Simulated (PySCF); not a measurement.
**BN₂, quartet: structure and spectrum**

Computed with PySCF, UPBE0, basis B def2-TZVP, N def2-TZVP (no relativity, density fitting).

The structure is a minimum.

```
Point group                                                                   : C∞v
Bond lengths                                                                  : B–N 1.314 Å, N–N 1.170 Å
Bond angles                                                                   : B–N–N 180.0°
Entropy at 298.15 K and 1 bar (electronic part: spin only)                    : 231.8 J/(mol K)
Highest occupied level (α)                                                    : -6.92 eV
Lowest empty level (β)                                                        : -3.15 eV
Principal polarisabilities                                                    : 18.1, 18.1, 48.2 bohr³
Principal quadrupole moments (Buckingham, traceless) about the centre of mass : -1.10, 0.55, 0.55 D Å
Spin squared ⟨S²⟩                                                             : 3.793
Zero-point energy                                                             : 23.5 kJ/mol
Rotational constants                                                          : 0.4427 cm⁻¹
Enthalpy at 298.15 K above 0 K                                                : 10.01 kJ/mol
Heat capacity Cp at 298.15 K                                                  : 40.9 J/(mol K)
Atomisation energy without zero-point energy                                  : 1006 kJ/mol
Dipole moment                                                                 : 1.49 D
Rotational symmetry number                                                    : 1
```

Harmonic modes (masses in u: B 11.009, N 14.003):
```tsv
symmetry	ω (cm⁻¹)	IR (km/mol, summed over degenerate members)	μ (u)
π	470	1.3	13.35
σ+	1286	1.3	11.85
σ+	1703	251	13.82
```

In C∞v the vibrations span π + 2σ+.

Charges (e):
| atom | Mulliken | Löwdin | polar tensor | spin (Mulliken) | Mayer order to B1 |
| --- | --- | --- | --- | --- | --- |
| B1 | -0.05 | -0.20 | 0.01 | 2.01 | – |
| N2 | 0.23 | 0.15 | 0.44 | -0.18 | 1.87 |
| N3 | -0.18 | 0.05 | -0.45 | 1.17 | 0.35 |
Other Mayer orders above 0.3: N–N 1.78.

Mulliken populations on B1: s 3.02, p 1.94, d 0.08, f 0.01.

This need not be the most stable arrangement of these atoms.

The final relaxation and frequency run took 27 s on 4 threads of a shared Arm Neoverse N1 host, with 93 basis functions and 9 gradients; the process peaked at 0.85 GiB. Launch command: `OMP_NUM_THREADS=4 python axn.py task.json out`.
